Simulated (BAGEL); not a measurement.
# triplet C4H4S: levels of theory compared

Wanted: a comparison of 3 runs (UHF/STO-3G, ROHF/6-31G*, UHF/6-31G*) of triplet C4H4S. 

The results are computed with BAGEL 1.2.2.

1 further run of the same task is left out (set aside as unsound or not needed). Runs told in other sessions of the task aren't counted.

### Step 1. The molecule

The species is C4H4S (9 atoms), meant as a triplet with charge 0. As SMILES of the parent species, `C#CC(C)=S`. Geometry: relaxed at GFN2-xTB. That shape belongs to the parent species and isn't relaxed for this state.

Bond lengths: C1–C2 1.205 Å, C2–C3 1.401 Å, C3–C4 1.493 Å, C3–S5 1.637 Å, C1–H6 1.050 Å, C4–H7 1.090 Å, C4–H8 1.090 Å, C4–H9 1.088 Å. Some angles: C1–C2–C3 177.6°, C2–C3–C4 117.9°, C2–C3–S5 119.7°, C4–C3–S5 122.4°, C2–C1–H6 179.5°, C3–C4–H7 109.7°, C3–C4–H8 109.6°, C3–C4–H9 111.5°, H7–C4–H8 107.1°, H7–C4–H9 109.6°.

### Step 2. The energy at UHF/STO-3G (density fitting with qzvpp-jkfit) (run 1)

Input file calc.json:

```json
{ "bagel" : [

{
  "title" : "molecule",
  "basis" : "sto-3g",
  "df_basis" : "qzvpp-jkfit",
  "angstrom" : "true",
  "geometry" : [
    { "atom" : "C", "xyz" : [    0.283960,    2.234250,    0.417670 ] },
    { "atom" : "C", "xyz" : [    0.134380,    1.132010,   -0.045320 ] },
    { "atom" : "C", "xyz" : [   -0.024560,   -0.128550,   -0.635690 ] },
    { "atom" : "C", "xyz" : [   -0.158970,   -1.310140,    0.266290 ] },
    { "atom" : "S", "xyz" : [   -0.056840,   -0.260960,   -2.267390 ] },
    { "atom" : "H", "xyz" : [    0.410150,    3.192270,    0.828170 ] },
    { "atom" : "H", "xyz" : [    0.616780,   -2.039250,    0.033210 ] },
    { "atom" : "H", "xyz" : [   -1.118550,   -1.796580,    0.090080 ] },
    { "atom" : "H", "xyz" : [   -0.086350,   -1.023050,    1.312980 ] }
  ]
},
{
  "title" : "uhf",
  "nopen" : 2
},
{
  "title" : "print",
  "file" : "orbitals.molden",
  "orbitals" : "true"
}

]}
```

Run with:

```
$ BAGEL_NUM_THREADS=1 BAGEL calc.json > calc.out
```

The log of the run:

```text
* using 1 threads per process

  ===============================================================
  ===============================================================

  *** Geometry ***

  { "atom" : "C", "xyz" : [      0.536607,      4.222121,      0.789282 ] },
  { "atom" : "C", "xyz" : [      0.253941,      2.139189,     -0.085642 ] },
  { "atom" : "C", "xyz" : [     -0.046412,     -0.242924,     -1.201280 ] },
  { "atom" : "C", "xyz" : [     -0.300410,     -2.475806,      0.503215 ] },
  { "atom" : "S", "xyz" : [     -0.107412,     -0.493143,     -4.284746 ] },
  { "atom" : "H", "xyz" : [      0.775071,      6.032516,      1.565014 ] },
  { "atom" : "H", "xyz" : [      1.165545,     -3.853624,      0.062758 ] },
  { "atom" : "H", "xyz" : [     -2.113753,     -3.395044,      0.170227 ] },
  { "atom" : "H", "xyz" : [     -0.163178,     -1.933284,      2.481173 ] },

  Number of auxiliary basis functions:      500

  Since a DF basis is specified, we compute 2- and 3-index integrals:
    o Being stored without compression. Storage requirement is 0.004 GB

  Number of basis functions:       33
  Number of electrons      :       44

    * METHOD: MOLECULE                             0.19

  *** Open-shell HF ***

  === Nuclear Repulsion ===
   181.0086856173

      * DIIS with orbital gradients will be used.

  === UHF iteration (sto-3g) ===
      0       -544.89501022          0.02076446           0.05
      1       -544.95839542          0.01127407           0.05
      2       -544.97128152          0.00776567           0.05
      3       -544.97717096          0.00171268           0.05
      4       -544.97947158          0.00075353           0.05
      5       -544.98088451          0.00046785           0.05
      6       -544.98217365          0.00031112           0.05
      7       -544.98312107          0.00021153           0.05
      8       -544.98438391          0.00007409           0.05
      9       -544.98480539          0.00004977           0.05
     10       -544.98508921          0.00003661           0.05
     11       -544.98530918          0.00002470           0.05
     12       -544.98542791          0.00001034           0.05
     13       -544.98543967          0.00000273           0.05
     14       -544.98543971          0.00000119           0.05
     15       -544.98543971          0.00000065           0.05
     16       -544.98543971          0.00000043           0.05
     17       -544.98543971          0.00000028           0.05
     18       -544.98543971          0.00000019           0.05
     19       -544.98543971          0.00000017           0.05
     20       -544.98543971          0.00000013           0.05
     21       -544.98543971          0.00000009           0.05
     22       -544.98543971          0.00000008           0.05
     23       -544.98543971          0.00000006           0.05
     24       -544.98543971          0.00000004           0.05
     25       -544.98543971          0.00000002           0.05
     26       -544.98543971          0.00000001           0.05
    * SCF iteration converged.

    * S^2 (UHF) is 2.2926

    * Permanent dipole moment:
           (    0.019776,     0.158263,    -0.000559) a.u.

    * METHOD: UHF                                  1.41

    * METHOD: PRINT                                0.00

  ===============================================================
```

Wall time 1.7 s (1 thread of Arm Neoverse V1, shared host).

### Step 3. The energy at ROHF/6-31G(d) (density fitting with qzvpp-jkfit, spherical functions) (run 2)

Input file calc.json:

```json
{ "bagel" : [

{
  "title" : "molecule",
  "basis" : "6-31gs.json",
  "df_basis" : "qzvpp-jkfit",
  "angstrom" : true,
  "geometry" : [
    { "atom" : "C", "xyz" : [       0.283960,       2.234250,       0.417670 ] },
    { "atom" : "C", "xyz" : [       0.134380,       1.132010,      -0.045320 ] },
    { "atom" : "C", "xyz" : [      -0.024560,      -0.128550,      -0.635690 ] },
    { "atom" : "C", "xyz" : [      -0.158970,      -1.310140,       0.266290 ] },
    { "atom" : "S", "xyz" : [      -0.056840,      -0.260960,      -2.267390 ] },
    { "atom" : "H", "xyz" : [       0.410150,       3.192270,       0.828170 ] },
    { "atom" : "H", "xyz" : [       0.616780,      -2.039250,       0.033210 ] },
    { "atom" : "H", "xyz" : [      -1.118550,      -1.796580,       0.090080 ] },
    { "atom" : "H", "xyz" : [      -0.086350,      -1.023050,       1.312980 ] }
  ]
},

{ "title" : "rohf", "nopen" : 2 },

{ "title" : "print", "file" : "orbitals.molden", "orbitals" : true }

]}
```

The basis set 6-31G* is read from a file made from the Basis Set Exchange's data (not shown).

Run with:

```
$ BAGEL_NUM_THREADS=1 BAGEL calc.json > calc.out
```

The log of the run:

```text
* using 1 threads per process

  ===============================================================
  ===============================================================

  *** Geometry ***

  { "atom" : "C", "xyz" : [      0.536607,      4.222121,      0.789282 ] },
  { "atom" : "C", "xyz" : [      0.253941,      2.139189,     -0.085642 ] },
  { "atom" : "C", "xyz" : [     -0.046412,     -0.242924,     -1.201280 ] },
  { "atom" : "C", "xyz" : [     -0.300410,     -2.475806,      0.503215 ] },
  { "atom" : "S", "xyz" : [     -0.107412,     -0.493143,     -4.284746 ] },
  { "atom" : "H", "xyz" : [      0.775071,      6.032516,      1.565014 ] },
  { "atom" : "H", "xyz" : [      1.165545,     -3.853624,      0.062758 ] },
  { "atom" : "H", "xyz" : [     -2.113753,     -3.395044,      0.170227 ] },
  { "atom" : "H", "xyz" : [     -0.163178,     -1.933284,      2.481173 ] },

  Number of auxiliary basis functions:      500

  Since a DF basis is specified, we compute 2- and 3-index integrals:
    o Being stored without compression. Storage requirement is 0.027 GB

  Number of basis functions:       82
  Number of electrons      :       44

    * METHOD: MOLECULE                             0.27

  *** Open-shell HF ***

  === Nuclear Repulsion ===
   181.0086856173

      * DIIS with orbital gradients will be used.

  === ROHF iteration (6-31gs.json) ===
      0       -551.03473116          0.02684187           0.13
      1       -551.14526871          0.01140379           0.13
      2       -551.16557419          0.00475797           0.13
      3       -551.17068118          0.00158830           0.13
      4       -551.17204398          0.00080143           0.13
      5       -551.17253129          0.00043511           0.13
      6       -551.17268140          0.00012759           0.13
      7       -551.17285134          0.00004933           0.13
      8       -551.17288272          0.00002414           0.13
      9       -551.17289135          0.00000521           0.13
     10       -551.17289553          0.00000254           0.13
     11       -551.17289652          0.00000147           0.13
     12       -551.17289647          0.00000075           0.13
     13       -551.17289659          0.00000036           0.13
     14       -551.17289658          0.00000017           0.14
     15       -551.17289663          0.00000007           0.14
     16       -551.17289662          0.00000004           0.13
     17       -551.17289663          0.00000003           0.13
     18       -551.17289663          0.00000003           0.13
     19       -551.17289663          0.00000002           0.13
     20       -551.17289663          0.00000002           0.13
     21       -551.17289663          0.00000001           0.14
     22       -551.17289663          0.00000001           0.14
    * SCF iteration converged.

    * S^2 (ROHF) is 2.0000

    * Permanent dipole moment:
           (    0.018205,     0.185120,    -0.337142) a.u.

    * METHOD: ROHF                                 3.22

    * METHOD: PRINT                                0.02

  ===============================================================
```

It took 3.9 s on 1 thread of Arm Neoverse V1, shared host; peak memory 0.12 GiB.

### Step 4. A single-point energy at UHF/6-31G(d) (density fitting with qzvpp-jkfit, spherical functions) (run 3)

Input file calc.json:

```json
{ "bagel": [

{
  "title": "molecule",
  "basis": "6-31gs.json",
  "df_basis": "qzvpp-jkfit",
  "angstrom": true,
  "geometry": [
    { "atom": "C", "xyz": [    0.283960,    2.234250,    0.417670 ] },
    { "atom": "C", "xyz": [    0.134380,    1.132010,   -0.045320 ] },
    { "atom": "C", "xyz": [   -0.024560,   -0.128550,   -0.635690 ] },
    { "atom": "C", "xyz": [   -0.158970,   -1.310140,    0.266290 ] },
    { "atom": "S", "xyz": [   -0.056840,   -0.260960,   -2.267390 ] },
    { "atom": "H", "xyz": [    0.410150,    3.192270,    0.828170 ] },
    { "atom": "H", "xyz": [    0.616780,   -2.039250,    0.033210 ] },
    { "atom": "H", "xyz": [   -1.118550,   -1.796580,    0.090080 ] },
    { "atom": "H", "xyz": [   -0.086350,   -1.023050,    1.312980 ] }
  ]
},
{
  "title": "uhf",
  "nopen": 2
},
{
  "title": "print",
  "file": "orbitals.molden",
  "orbitals": true
}

]}
```

The basis set 6-31G* is read from a file made from the Basis Set Exchange's data (not shown).

Run with:

```
$ BAGEL_NUM_THREADS=1 BAGEL calc.json > calc.out
```

The log of the run:

```text
* using 1 threads per process

  ===============================================================
  ===============================================================

  *** Geometry ***

  { "atom" : "C", "xyz" : [      0.536607,      4.222121,      0.789282 ] },
  { "atom" : "C", "xyz" : [      0.253941,      2.139189,     -0.085642 ] },
  { "atom" : "C", "xyz" : [     -0.046412,     -0.242924,     -1.201280 ] },
  { "atom" : "C", "xyz" : [     -0.300410,     -2.475806,      0.503215 ] },
  { "atom" : "S", "xyz" : [     -0.107412,     -0.493143,     -4.284746 ] },
  { "atom" : "H", "xyz" : [      0.775071,      6.032516,      1.565014 ] },
  { "atom" : "H", "xyz" : [      1.165545,     -3.853624,      0.062758 ] },
  { "atom" : "H", "xyz" : [     -2.113753,     -3.395044,      0.170227 ] },
  { "atom" : "H", "xyz" : [     -0.163178,     -1.933284,      2.481173 ] },

  Number of auxiliary basis functions:      500

  Since a DF basis is specified, we compute 2- and 3-index integrals:
    o Being stored without compression. Storage requirement is 0.027 GB

  Number of basis functions:       82
  Number of electrons      :       44

    * METHOD: MOLECULE                             0.27

  *** Open-shell HF ***

  === Nuclear Repulsion ===
   181.0086856173

      * DIIS with orbital gradients will be used.

  === UHF iteration (6-31gs.json) ===
      0       -551.03473116          0.02684187           0.14
      1       -551.15564532          0.01109311           0.14
      2       -551.17814319          0.00439650           0.14
      3       -551.18355785          0.00139603           0.14
      4       -551.18612422          0.00056015           0.13
      5       -551.18682460          0.00038475           0.13
      6       -551.18761046          0.00021226           0.13
      7       -551.18798390          0.00016077           0.13
      8       -551.18832390          0.00011059           0.14
      9       -551.18865662          0.00004731           0.14
     10       -551.18876010          0.00002845           0.13
     11       -551.18882661          0.00002052           0.13
     12       -551.18886849          0.00001584           0.14
     13       -551.18890519          0.00001101           0.13
     14       -551.18892327          0.00000536           0.14
     15       -551.18892489          0.00000218           0.14
     16       -551.18892489          0.00000104           0.14
     17       -551.18892488          0.00000071           0.14
     18       -551.18892491          0.00000044           0.13
     19       -551.18892491          0.00000028           0.13
     20       -551.18892492          0.00000016           0.13
     21       -551.18892492          0.00000013           0.13
     22       -551.18892492          0.00000012           0.13
     23       -551.18892492          0.00000010           0.13
     24       -551.18892492          0.00000008           0.13
     25       -551.18892492          0.00000007           0.13
     26       -551.18892492          0.00000005           0.13
     27       -551.18892492          0.00000004           0.13
     28       -551.18892492          0.00000004           0.13
     29       -551.18892492          0.00000003           0.13
     30       -551.18892492          0.00000002           0.13
     31       -551.18892492          0.00000002           0.13
     32       -551.18892492          0.00000001           0.13
    * SCF iteration converged.

    * S^2 (UHF) is 2.1837

    * Permanent dipole moment:
           (    0.007657,     0.107675,    -0.399393) a.u.

    * METHOD: UHF                                  4.56

    * METHOD: PRINT                                0.02

  ===============================================================
```

Run time: 5.1 s. Hardware: 1 thread of Arm Neoverse V1, shared host; peak memory 0.12 GiB.

### Step 5. All runs side by side

| run | level | energy (Eh) | dipole moment (D) | ⟨S²⟩ | wall time |
| --- | --- | --- | --- | --- | --- |
| 1 | UHF/STO-3G (density fitting with qzvpp-jkfit) | -544.985440 | 0.41 | 2.293 | 1.7 s |
| 2 | ROHF/6-31G* (density fitting with qzvpp-jkfit, spherical functions) | -551.172897 | 0.98 | 2.000 | 3.9 s |
| 3 | UHF/6-31G* (density fitting with qzvpp-jkfit, spherical functions) | -551.188925 | 1.05 | 2.184 | 5.1 s |

### Step 6. What came out

| quantity | value |
| --- | --- |
| run 3: total energy | -551.18892 Eh |
| run 3: dipole moment | 1.05 D |
| run 3: ⟨S²⟩ | 2.184 |

The dipole moment (its size) runs from 0.41 D (UHF/STO-3G) to 1.05 D (UHF/6-31G*). In run 1 the basis is minimal, so the values are rough. Spin contamination of the reference: run 1 ⟨S²⟩ = 2.29, run 3 ⟨S²⟩ = 2.18. All runs together took 11 s, the longest 5.1 s.
